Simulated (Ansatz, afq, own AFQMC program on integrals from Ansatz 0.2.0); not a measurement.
**AlSiH₂, doublet: AFQMC among the cluster methods**

| atom | x (Å) | y (Å) | z (Å) |
| --- | --- | --- | --- |
| Si | 0.0000 | 0.0000 | 1.3865 |
| Al | 0.0000 | 0.0000 | -1.2875 |
| H | 0.0000 | -1.3806 | -2.0856 |
| H | 0.0000 | 1.3806 | -2.0856 |

Connectivity, by distances: Si–AlH2.

Basis cc-pVDZ. Noble-gas cores (and the filled d shells of Ga–Kr and In–Xe) are frozen. AFQMC by an in-house program on the Cholesky factors that Ansatz 0.2.0 writes for its CCSD(T) run. The CISD trial takes its coefficients from CCSD amplitudes. Released means that phaseless walkers are propagated on without the constraint, phases kept. ± is one standard error of the sampling.

Determinant: ROHF, the one that the program's search chose, which needn't be the lowest solution. The geometry is a point of a scan.

No full CI on the walks' own integrals is used here; CCSDT(Q) serves as the reference and is uncertain by about the last step of the cluster series.

Cautions: higher spins were not checked; a spin-contaminated unrestricted determinant lies lower (UHF 175 meV lower, ⟨S²⟩ 1.19); the ph-AFQMC/CISD walk drifts between its halves (2.4 errors).

- T1 diagnostic: 0.0209
- weight of the determinant in the CISD state: 0.868
- size of the correlated space: 9 electrons in 36 orbitals

Reference: CCSDT(Q), correlation energy -4.670 eV. The released energy is read at 2.40 1/Eh (meV from the phaseless value at times in 1/Eh: -5 ± 12 at 0.24, -10 ± 9 at 0.51, -25 ± 8 at 0.99, -18 ± 10 at 1.62, -18 ± 11 at 2.40).

```tsv
level	E − E(reference) (mEh)	share of correlation (%)
HF	171.62	0.00
MP2	45.23	73.65
CCSD	5.91	96.56
CCSD(T)	1.53	99.11
CCSDT	0.24	99.86
ph-AFQMC/CISD	0.48 ± 0.36	99.72
released AFQMC	-0.17 ± 0.39	100.10
```

A walk keeps the symmetry of its determinant, which the program's search chose and which needn't be the lowest solution, so a lower state of the same spin and another symmetry isn't excluded. Released energies are given only where the last usable release times agree within the noise; a slower fall can still hide under it.
